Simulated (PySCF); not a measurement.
ethanol cation (C2H6O), SMILES C(O)C (connectivity only; charge and spin as stated), charge +1, multiplicity 2.

Geometry optimised at B3LYP-D3(BJ)/def2-TZVP. The spin state was assumed, not searched. Other conformers were not sampled.

Method: B3LYP-D3(BJ)/def2-TZVP run with PySCF.

No scaling factor is applied to the harmonic values.

```json
[
 {"mode": "1", "ν (cm⁻¹)": "130", "IR (km/mol)": "6.9", "moving atoms (share of kinetic energy)": "H 90 %"},
 {"mode": "2", "ν (cm⁻¹)": "352", "IR (km/mol)": "209.0", "moving atoms (share of kinetic energy)": "H 92 %"},
 {"mode": "3", "ν (cm⁻¹)": "435", "IR (km/mol)": "6.0", "moving atoms (share of kinetic energy)": "H 38 %, C 37 %, O 25 %"},
 {"mode": "4", "ν (cm⁻¹)": "639", "IR (km/mol)": "5.6", "moving atoms (share of kinetic energy)": "H 70 %, C 22 %, O 8 %"},
 {"mode": "5", "ν (cm⁻¹)": "892", "IR (km/mol)": "35.4", "moving atoms (share of kinetic energy)": "C 46 %, H 33 %, O 21 %"},
 {"mode": "6", "ν (cm⁻¹)": "1004", "IR (km/mol)": "33.0", "moving atoms (share of kinetic energy)": "H 74 %, C 24 %"},
 {"mode": "7", "ν (cm⁻¹)": "1016", "IR (km/mol)": "17.8", "moving atoms (share of kinetic energy)": "H 70 %, C 26 %"},
 {"mode": "8", "ν (cm⁻¹)": "1047", "IR (km/mol)": "122.4", "moving atoms (share of kinetic energy)": "H 67 %, C 32 %"},
 {"mode": "9", "ν (cm⁻¹)": "1057", "IR (km/mol)": "0.2", "moving atoms (share of kinetic energy)": "H 89 %, C 10 %"},
 {"mode": "10", "ν (cm⁻¹)": "1158", "IR (km/mol)": "199.8", "moving atoms (share of kinetic energy)": "H 74 %, O 17 %, C 9 %"},
 {"mode": "11", "ν (cm⁻¹)": "1298", "IR (km/mol)": "29.3", "moving atoms (share of kinetic energy)": "H 68 %, C 20 %, O 12 %"},
 {"mode": "12", "ν (cm⁻¹)": "1340", "IR (km/mol)": "47.7", "moving atoms (share of kinetic energy)": "H 55 %, C 37 %, O 8 %"},
 {"mode": "13", "ν (cm⁻¹)": "1415", "IR (km/mol)": "58.5", "moving atoms (share of kinetic energy)": "H 71 %, C 28 %"},
 {"mode": "14", "ν (cm⁻¹)": "1440", "IR (km/mol)": "14.8", "moving atoms (share of kinetic energy)": "H 97 %"},
 {"mode": "15", "ν (cm⁻¹)": "1457", "IR (km/mol)": "4.7", "moving atoms (share of kinetic energy)": "H 93 %"},
 {"mode": "16", "ν (cm⁻¹)": "2515", "IR (km/mol)": "76.1", "moving atoms (share of kinetic energy)": "H 95 %"},
 {"mode": "17", "ν (cm⁻¹)": "2690", "IR (km/mol)": "153.4", "moving atoms (share of kinetic energy)": "H 93 %"},
 {"mode": "18", "ν (cm⁻¹)": "3004", "IR (km/mol)": "62.0", "moving atoms (share of kinetic energy)": "H 97 %"},
 {"mode": "19", "ν (cm⁻¹)": "3057", "IR (km/mol)": "4.5", "moving atoms (share of kinetic energy)": "H 91 %, C 9 %"},
 {"mode": "20", "ν (cm⁻¹)": "3131", "IR (km/mol)": "2.7", "moving atoms (share of kinetic energy)": "H 91 %, C 9 %"},
 {"mode": "21", "ν (cm⁻¹)": "3573", "IR (km/mol)": "242.8", "moving atoms (share of kinetic energy)": "H 94 %"}
]
```
